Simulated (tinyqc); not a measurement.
Inside a calculation (part 1 of 2). Method: ROHF in the sto-6g basis, for CH, spin multiplicity 4. Computed by tinyqc, a small Python program that keeps every step (integrals from PySCF). Settings: charge = 0, multiplicity = 4, basis = sto-6g, energy threshold = 1e-09, iteration cap = 77, orthogonalisation = symmetric, start = core, DIIS depth = 3, method = ROHF. Command: `OMP_NUM_THREADS=1 python tinyqc.py 27219 27220 out.jsonl` (the two numbers bound the seeds that draw the settings). One thread of a shared host (Intel(R) Xeon(R) Processor @ 2.60GHz), about 0.09 s of CPU time with the checks. Later iterations appear only in the table of the cycle.

## One-electron integrals

Geometry (angstrom):
```
atom         x         y         z
C     0.000000  0.000000  0.000000
H     0.000000  0.000000  1.210000
```

Basis sto-6g: exponents (1/bohr^2) and contraction coefficients of normalised primitives:
```
element  l (shell)    exponent  coefficient
C            s (1)  742.737049     0.009164
C            s (1)  136.180025     0.049361
C            s (1)   38.098264     0.168538
C            s (1)   13.087782     0.370563
C            s (1)    5.082369     0.416492
C            s (1)    2.093200     0.130334
C            s (2)   30.497239    -0.013253
C            s (2)    6.036200    -0.046992
C            s (2)    1.876046    -0.033785
C            s (2)    0.721783     0.250242
C            s (2)    0.313471     0.595117
C            s (2)    0.143687     0.240706
C            p (3)   30.497239     0.003760
C            p (3)    6.036200     0.037679
C            p (3)    1.876046     0.173897
C            p (3)    0.721783     0.418036
C            p (3)    0.313471     0.425860
C            p (3)    0.143687     0.101708
H            s (1)   35.523221     0.009164
H            s (1)    6.513144     0.049361
H            s (1)    1.822143     0.168538
H            s (1)    0.625955     0.370563
H            s (1)    0.243077     0.416492
H            s (1)    0.100112     0.130334
```

Overlap, kinetic and nuclear-attraction integrals over the contracted functions; the nuclear repulsion is the sum of Za Zb / Rab.

nuclear repulsion = 2.62401923 hartree

overlap S:
```
           1C 1s     1C 2s    1C 2px    1C 2py    1C 2pz     2H 1s
1C 1s   1.000000  0.243228  0.000000  0.000000  0.000000  0.049092
1C 2s   0.243228  1.000000  0.000000  0.000000  0.000000  0.424713
1C 2px  0.000000  0.000000  1.000000  0.000000  0.000000  0.000000
1C 2py  0.000000  0.000000  0.000000  1.000000  0.000000  0.000000
1C 2pz  0.000000  0.000000  0.000000  0.000000  1.000000  0.423855
2H 1s   0.049092  0.424713  0.000000  0.000000  0.423855  1.000000
```

kinetic energy T (hartree):
```
            1C 1s      1C 2s    1C 2px    1C 2py    1C 2pz      2H 1s
1C 1s   16.068641  -0.492789  0.000000  0.000000  0.000000  -0.009324
1C 2s   -0.492789   0.492405  0.000000  0.000000  0.000000   0.071174
1C 2px   0.000000   0.000000  1.479234  0.000000  0.000000   0.000000
1C 2py   0.000000   0.000000  0.000000  1.479234  0.000000   0.000000
1C 2pz   0.000000   0.000000  0.000000  0.000000  1.479234   0.196030
2H 1s   -0.009324   0.071174  0.000000  0.000000  0.196030   0.768522
```

nuclear attraction V (hartree):
```
             1C 1s      1C 2s     1C 2px     1C 2py     1C 2pz      2H 1s
1C 1s   -34.445298  -3.724796   0.000000   0.000000  -0.014505  -0.849795
1C 2s    -3.724796  -5.590376   0.000000   0.000000  -0.147662  -1.978751
1C 2px    0.000000   0.000000  -5.555702   0.000000   0.000000   0.000000
1C 2py    0.000000   0.000000   0.000000  -5.555702   0.000000   0.000000
1C 2pz   -0.014505  -0.147662   0.000000   0.000000  -5.659037  -1.856368
2H 1s    -0.849795  -1.978751   0.000000   0.000000  -1.856368  -3.828896
```

core Hamiltonian H = T + V (hartree):
```
             1C 1s      1C 2s     1C 2px     1C 2py     1C 2pz      2H 1s
1C 1s   -18.376657  -4.217585   0.000000   0.000000  -0.014505  -0.859119
1C 2s    -4.217585  -5.097971   0.000000   0.000000  -0.147662  -1.907577
1C 2px    0.000000   0.000000  -4.076468   0.000000   0.000000   0.000000
1C 2py    0.000000   0.000000   0.000000  -4.076468   0.000000   0.000000
1C 2pz   -0.014505  -0.147662   0.000000   0.000000  -4.179802  -1.660338
2H 1s    -0.859119  -1.907577   0.000000   0.000000  -1.660338  -3.060374
```

## Two-electron integrals

Functions are numbered as in S; the eight-fold symmetry (ij|kl) = (ji|kl) = (kl|ij) leaves the list below.

Two-electron integrals (ij|kl) in chemists' order, unique and non-zero (hartree):
```
(11|11) 3.543743   (21|11) 0.529462   (21|21) 0.100317   (22|11) 0.853596
(22|21) 0.199930   (22|22) 0.624844   (31|31) 0.021271   (32|31) 0.031868
(32|32) 0.138108   (33|11) 0.853598   (33|21) 0.199930   (33|22) 0.624843
(33|33) 0.673218   (41|41) 0.021271   (42|41) 0.031868   (42|42) 0.138108
(43|43) 0.036281   (44|11) 0.853598   (44|21) 0.199930   (44|22) 0.624843
(44|33) 0.600655   (44|44) 0.673218   (51|51) 0.021271   (52|51) 0.031868
(52|52) 0.138108   (53|53) 0.036281   (54|54) 0.036281   (55|11) 0.853598
(55|21) 0.199930   (55|22) 0.624843   (55|33) 0.600655   (55|44) 0.600655
(55|55) 0.673218   (61|11) 0.112549   (61|21) 0.020532   (61|22) 0.040265
(61|33) 0.040113   (61|44) 0.040113   (61|51) 0.001347   (61|52) 0.002611
(61|55) 0.040569   (61|61) 0.004321   (62|11) 0.274809   (62|21) 0.065350
(62|22) 0.225569   (62|33) 0.220168   (62|44) 0.220168   (62|51) 0.006649
(62|52) 0.044761   (62|55) 0.236371   (62|61) 0.013813   (62|62) 0.108655
(63|31) 0.006928   (63|32) 0.035653   (63|53) 0.008686   (63|63) 0.013054
(64|41) 0.006928   (64|42) 0.035653   (64|54) 0.008686   (64|64) 0.013054
(65|11) 0.238961   (65|21) 0.057611   (65|22) 0.210499   (65|33) 0.200043
(65|44) 0.200043   (65|51) 0.011946   (65|52) 0.073945   (65|55) 0.231412
(65|61) 0.012753   (65|62) 0.120301   (65|65) 0.143759   (66|11) 0.431128
(66|21) 0.104518   (66|22) 0.409766   (66|33) 0.388394   (66|44) 0.388394
(66|51) 0.013067   (66|52) 0.118270   (66|55) 0.452511   (66|61) 0.022454
(66|62) 0.253068   (66|65) 0.309166   (66|66) 0.774999
```

## Orthogonalisation

S = U s U^T; symmetric (Loewdin) form X = U s^(-1/2) U^T, so that X^T S X = 1.

eigenvalues of S: 0.386092  0.821324  1.000000  1.000000  1.151029  1.641554

X:
```
            1C 1s      1C 2s    1C 2px    1C 2py     1C 2pz      2H 1s
1C 1s    1.024261  -0.135664  0.000000  0.000000  -0.009070   0.022241
1C 2s   -0.135664   1.120746  0.000000  0.000000   0.095241  -0.285618
1C 2px   0.000000   0.000000  1.000000  0.000000   0.000000   0.000000
1C 2py   0.000000   0.000000  0.000000  1.000000   0.000000   0.000000
1C 2pz  -0.009070   0.095241  0.000000  0.000000   1.092993  -0.279847
2H 1s    0.022241  -0.285618  0.000000  0.000000  -0.279847   1.187376
```

## Starting guess

The start is the orbitals of the core Hamiltonian; D(s) = C_occ C_occ^T for each spin.

D(alpha) at the start:
```
            1C 1s      1C 2s    1C 2px    1C 2py     1C 2pz      2H 1s
1C 1s    1.066400  -0.280463  0.000000  0.000000  -0.022156   0.039656
1C 2s   -0.280463   1.178928  0.000000  0.000000   0.122172  -0.155921
1C 2px   0.000000   0.000000  1.000000  0.000000   0.000000   0.000000
1C 2py   0.000000   0.000000  0.000000  1.000000   0.000000   0.000000
1C 2pz  -0.022156   0.122172  0.000000  0.000000   1.127204  -0.179425
2H 1s    0.039656  -0.155921  0.000000  0.000000  -0.179425   0.044551
```

D(beta) at the start:
```
            1C 1s      1C 2s    1C 2px    1C 2py     1C 2pz      2H 1s
1C 1s    1.053866  -0.226139  0.000000  0.000000  -0.122256   0.047963
1C 2s   -0.226139   0.943485  0.000000  0.000000   0.556012  -0.191925
1C 2px   0.000000   0.000000  0.000000  0.000000   0.000000   0.000000
1C 2py   0.000000   0.000000  0.000000  0.000000   0.000000   0.000000
1C 2pz  -0.122256   0.556012  0.000000  0.000000   0.327789  -0.113083
2H 1s    0.047963  -0.191925  0.000000  0.000000  -0.113083   0.039045
```

## Iteration 1: building the Fock matrix

J_ij = sum D_kl (ij|kl) with D = D(alpha) + D(beta), K_ij = sum D_kl (ik|jl) for each spin; F = H + J - K(s); E = tr D H + tr D J / 2 - 0.5 sum_s tr D(s) K(s) + E_nn.

Coulomb J (hartree):
```
            1C 1s     1C 2s    1C 2px    1C 2py    1C 2pz     2H 1s
1C 1s   11.462869  2.069220  0.000000  0.000000  0.026795  0.431258
1C 2s    2.069220  4.853525  0.000000  0.000000  0.114067  1.715861
1C 2px   0.000000  0.000000  4.850581  0.000000  0.000000  0.000000
1C 2py   0.000000  0.000000  0.000000  4.850581  0.000000  0.000000
1C 2pz   0.026795  0.114067  0.000000  0.000000  4.859413  1.588978
2H 1s    0.431258  1.715861  0.000000  0.000000  1.588978  2.981532
```

exchange K(alpha) (hartree):
```
           1C 1s     1C 2s    1C 2px    1C 2py    1C 2pz     2H 1s
1C 1s   3.669078  0.626640  0.000000  0.000000  0.000221  0.139265
1C 2s   0.626640  1.086989  0.000000  0.000000  0.000504  0.335042
1C 2px  0.000000  0.000000  0.904919  0.000000  0.000000  0.000000
1C 2py  0.000000  0.000000  0.000000  0.904919  0.000000  0.000000
1C 2pz  0.000221  0.000504  0.000000  0.000000  0.900294  0.237192
2H 1s   0.139265  0.335042  0.000000  0.000000  0.237192  0.188388
```

exchange K(beta) (hartree):
```
           1C 1s     1C 2s    1C 2px    1C 2py    1C 2pz     2H 1s
1C 1s   3.599566  0.534730  0.000000  0.000000  0.016452  0.119878
1C 2s   0.534730  0.563901  0.000000  0.000000  0.319568  0.258459
1C 2px  0.000000  0.000000  0.135723  0.000000  0.000000  0.000000
1C 2py  0.000000  0.000000  0.000000  0.135723  0.000000  0.000000
1C 2pz  0.016452  0.319568  0.000000  0.000000  0.285017  0.183624
2H 1s   0.119878  0.258459  0.000000  0.000000  0.183624  0.143954
```

F(alpha) (hartree):
```
             1C 1s      1C 2s     1C 2px     1C 2py     1C 2pz      2H 1s
1C 1s   -10.582866  -2.775005   0.000000   0.000000   0.012068  -0.567125
1C 2s    -2.775005  -1.331434   0.000000   0.000000  -0.034100  -0.526758
1C 2px    0.000000   0.000000  -0.130805   0.000000   0.000000   0.000000
1C 2py    0.000000   0.000000   0.000000  -0.130805   0.000000   0.000000
1C 2pz    0.012068  -0.034100   0.000000   0.000000  -0.220684  -0.308552
2H 1s    -0.567125  -0.526758   0.000000   0.000000  -0.308552  -0.267231
```

F(beta) (hartree):
```
             1C 1s      1C 2s    1C 2px    1C 2py     1C 2pz      2H 1s
1C 1s   -10.513354  -2.683095  0.000000  0.000000  -0.004162  -0.547738
1C 2s    -2.683095  -0.808347  0.000000  0.000000  -0.353164  -0.450175
1C 2px    0.000000   0.000000  0.638390  0.000000   0.000000   0.000000
1C 2py    0.000000   0.000000  0.000000  0.638390   0.000000   0.000000
1C 2pz   -0.004162  -0.353164  0.000000  0.000000   0.394593  -0.254984
2H 1s    -0.547738  -0.450175  0.000000  0.000000  -0.254984  -0.222797
```

total energy of this density = -37.56121996 hartree

## Iteration 1: Roothaan effective Fock matrix

With projectors Pc = D(beta) S, Po = (D(alpha) - D(beta)) S, Pv = 1 - D(alpha) S, the block xy is Px^T F Py; with Fc = (F(alpha) + F(beta))/2, the blocks are Fc for cc, oo, vv and cv, F(beta) for co and F(alpha) for ov.

effective F (hartree):
```
             1C 1s      1C 2s    1C 2px    1C 2py     1C 2pz      2H 1s
1C 1s   -10.547679  -2.717693  0.000000  0.000000  -0.014988  -0.559651
1C 2s    -2.717693  -1.022117  0.000000  0.000000  -0.223719  -0.488644
1C 2px    0.000000   0.000000  0.253793  0.000000   0.000000   0.000000
1C 2py    0.000000   0.000000  0.000000  0.253793   0.000000   0.000000
1C 2pz   -0.014988  -0.223719  0.000000  0.000000   0.044633  -0.292969
2H 1s    -0.559651  -0.488644  0.000000  0.000000  -0.292969  -0.247102
```

## Iteration 1: diagonalisation and new density

Diagonalise F' = X^T F X, C = X C', fill 5 alpha and 2 beta electrons from the bottom; D(s) = C_occ C_occ^T. Each column has its largest component positive (the first on a tie).

F' = X^T F X (hartree):
```
            1          2         3         4          5          6
1  -10.352047  -1.410560  0.000000  0.000000  -0.006505  -0.081940
2   -1.410560  -0.433279  0.000000  0.000000  -0.105168  -0.308740
3    0.000000   0.000000  0.253793  0.000000   0.000000   0.000000
4    0.000000   0.000000  0.000000  0.253793   0.000000   0.000000
5   -0.006505  -0.105168  0.000000  0.000000   0.184672  -0.326972
6   -0.081940  -0.308740  0.000000  0.000000  -0.326972   0.062039
```

orbital energies (hartree): MO1 -10.550247, MO2 -0.521555, MO3 0.056653, MO4 0.253793, MO5 0.253793, MO6 0.476534

coefficients C:
```
              MO1        MO2        MO3       MO4        MO5        MO6
1C 1s    0.995779  -0.199437  -0.180195  0.000000   0.000000   0.065356
1C 2s    0.017691   0.693719   0.815180  0.000000   0.000000  -0.468023
1C 2px   0.000000   0.000000   0.000000  0.015764   0.999876   0.000000
1C 2py   0.000000   0.000000   0.000000  0.999876  -0.015764   0.000000
1C 2pz   0.003447   0.315806  -0.472810  0.000000   0.000000  -0.979186
2H 1s   -0.004221   0.369880  -0.548889  0.000000   0.000000   1.064021
```

D(alpha) after iteration 1:
```
            1C 1s      1C 2s    1C 2px    1C 2py     1C 2pz      2H 1s
1C 1s    1.063822  -0.267628  0.000000  0.000000   0.025647   0.020936
1C 2s   -0.267628   1.146079  0.000000  0.000000  -0.166283  -0.190925
1C 2px   0.000000   0.000000  1.000000  0.000000   0.000000   0.000000
1C 2py   0.000000   0.000000  0.000000  1.000000   0.000000   0.000000
1C 2pz   0.025647  -0.166283  0.000000  0.000000   0.323295   0.376316
2H 1s    0.020936  -0.190925  0.000000  0.000000   0.376316   0.438109
```

D(beta) after iteration 1:
```
            1C 1s      1C 2s    1C 2px    1C 2py     1C 2pz      2H 1s
1C 1s    1.031351  -0.120737  0.000000  0.000000  -0.059551  -0.077971
1C 2s   -0.120737   0.481560  0.000000  0.000000   0.219142   0.256519
1C 2px   0.000000   0.000000  0.000000  0.000000   0.000000   0.000000
1C 2py   0.000000   0.000000  0.000000  0.000000   0.000000   0.000000
1C 2pz  -0.059551   0.219142  0.000000  0.000000   0.099746   0.116796
2H 1s   -0.077971   0.256519  0.000000  0.000000   0.116796   0.136829
```

Within a degenerate level the vectors are fixed only up to a rotation; this is one choice.

## Iteration 2: building the Fock matrix

As before.

Coulomb J (hartree):
```
            1C 1s     1C 2s    1C 2px    1C 2py    1C 2pz     2H 1s
1C 1s   10.977908  1.964389  0.000000  0.000000  0.021939  0.409776
1C 2s    1.964389  4.632368  0.000000  0.000000  0.158938  1.713592
1C 2px   0.000000  0.000000  4.623032  0.000000  0.000000  0.000000
1C 2py   0.000000  0.000000  0.000000  4.623032  0.000000  0.000000
1C 2pz   0.021939  0.158938  0.000000  0.000000  4.651041  1.637380
2H 1s    0.409776  1.713592  0.000000  0.000000  1.637380  3.250014
```

exchange K(alpha) (hartree):
```
           1C 1s     1C 2s    1C 2px    1C 2py    1C 2pz     2H 1s
1C 1s   3.650682  0.606688  0.000000  0.000000  0.002776  0.134859
1C 2s   0.606688  1.034585  0.000000  0.000000  0.001170  0.410555
1C 2px  0.000000  0.000000  0.884015  0.000000  0.000000  0.000000
1C 2py  0.000000  0.000000  0.000000  0.884015  0.000000  0.000000
1C 2pz  0.002776  0.001170  0.000000  0.000000  0.663479  0.407013
2H 1s   0.134859  0.410555  0.000000  0.000000  0.407013  0.631491
```

exchange K(beta) (hartree):
```
           1C 1s     1C 2s    1C 2px    1C 2py    1C 2pz     2H 1s
1C 1s   3.571312  0.537381  0.000000  0.000000  0.003287  0.115341
1C 2s   0.537381  0.500717  0.000000  0.000000  0.266564  0.363026
1C 2px  0.000000  0.000000  0.105395  0.000000  0.000000  0.000000
1C 2py  0.000000  0.000000  0.000000  0.105395  0.000000  0.000000
1C 2pz  0.003287  0.266564  0.000000  0.000000  0.257701  0.280914
2H 1s   0.115341  0.363026  0.000000  0.000000  0.280914  0.423585
```

F(alpha) (hartree):
```
             1C 1s      1C 2s     1C 2px     1C 2py     1C 2pz      2H 1s
1C 1s   -11.049432  -2.859884   0.000000   0.000000   0.004658  -0.584202
1C 2s    -2.859884  -1.500187   0.000000   0.000000   0.010106  -0.604540
1C 2px    0.000000   0.000000  -0.337450   0.000000   0.000000   0.000000
1C 2py    0.000000   0.000000   0.000000  -0.337450   0.000000   0.000000
1C 2pz    0.004658   0.010106   0.000000   0.000000  -0.192240  -0.429970
2H 1s    -0.584202  -0.604540   0.000000   0.000000  -0.429970  -0.441851
```

F(beta) (hartree):
```
             1C 1s      1C 2s    1C 2px    1C 2py     1C 2pz      2H 1s
1C 1s   -10.970062  -2.790577  0.000000  0.000000   0.004147  -0.564684
1C 2s    -2.790577  -0.966320  0.000000  0.000000  -0.255287  -0.557011
1C 2px    0.000000   0.000000  0.441170  0.000000   0.000000   0.000000
1C 2py    0.000000   0.000000  0.000000  0.441170   0.000000   0.000000
1C 2pz    0.004147  -0.255287  0.000000  0.000000   0.213538  -0.303871
2H 1s    -0.564684  -0.557011  0.000000  0.000000  -0.303871  -0.233945
```

total energy of this density = -38.12620547 hartree

## Iteration 2: Roothaan effective Fock matrix

As before.

effective F (hartree):
```
             1C 1s      1C 2s    1C 2px    1C 2py     1C 2pz      2H 1s
1C 1s   -11.010079  -2.815721  0.000000  0.000000  -0.009343  -0.582565
1C 2s    -2.815721  -1.161266  0.000000  0.000000  -0.139130  -0.584574
1C 2px    0.000000   0.000000  0.051860  0.000000   0.000000   0.000000
1C 2py    0.000000   0.000000  0.000000  0.051860   0.000000   0.000000
1C 2pz   -0.009343  -0.139130  0.000000  0.000000  -0.069665  -0.421496
2H 1s    -0.582565  -0.584574  0.000000  0.000000  -0.421496  -0.374249
```

## Iteration 2: DIIS over 2 matrices

error matrix X^T (FDS - SDF) X:
```
           1          2         3         4          5         6
1   0.000000  -0.012556  0.000000  0.000000   0.000939  0.005953
2   0.012556   0.000000  0.000000  0.000000  -0.119580  0.162271
3   0.000000   0.000000  0.000000  0.000000   0.000000  0.000000
4   0.000000   0.000000  0.000000  0.000000   0.000000  0.000000
5  -0.000939   0.119580  0.000000  0.000000   0.000000  0.053747
6  -0.005953  -0.162271  0.000000  0.000000  -0.053747  0.000000
```

B (overlaps of the stored error matrices):
```
               1              2
1  1.1547228e+00  2.3994751e-01
2  2.3994751e-01  8.7428102e-02
```

Minimise |sum c_i e_i|^2 with sum c_i = 1: solve [B -1; -1 0][c; lambda] = [0; -1] with B_ij = tr e_i^T e_j, and take F = sum c_i F_i.

DIIS coefficients: -0.200090  1.200090

extrapolated F (hartree):
```
             1C 1s      1C 2s    1C 2px    1C 2py     1C 2pz      2H 1s
1C 1s   -11.102601  -2.835336  0.000000  0.000000  -0.008213  -0.587150
1C 2s    -2.835336  -1.189108  0.000000  0.000000  -0.122204  -0.603769
1C 2px    0.000000   0.000000  0.011455  0.000000   0.000000   0.000000
1C 2py    0.000000   0.000000  0.000000  0.011455   0.000000   0.000000
1C 2pz   -0.008213  -0.122204  0.000000  0.000000  -0.092535  -0.447212
2H 1s    -0.587150  -0.603769  0.000000  0.000000  -0.447212  -0.399689
```
